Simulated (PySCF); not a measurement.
Calculation: B3LYP-D3(BJ)/def2-TZVP // B3LYP-D3(BJ)/def2-SVP (PySCF). All species are isolated molecules in the gas phase. B3LYP has the VWN-RPA correlation part, as in Gaussian. 

Reference species (SMILES): `N` (neutral, multiplicity 1).

```
Quantity          Value
-------------  --------
HOMO–LUMO gap   8.03 eV
HOMO           -7.45 eV
```

Changed species: `C(#N)C` (free base CH3CN; the reference has free base NH3).

### Question
What does the change do to the HOMO–LUMO gap and HOMO?

### Answer
the HOMO–LUMO gap rises by 1.60 eV, to 9.63 eV; the HOMO falls by 1.74 eV, to -9.19 eV.
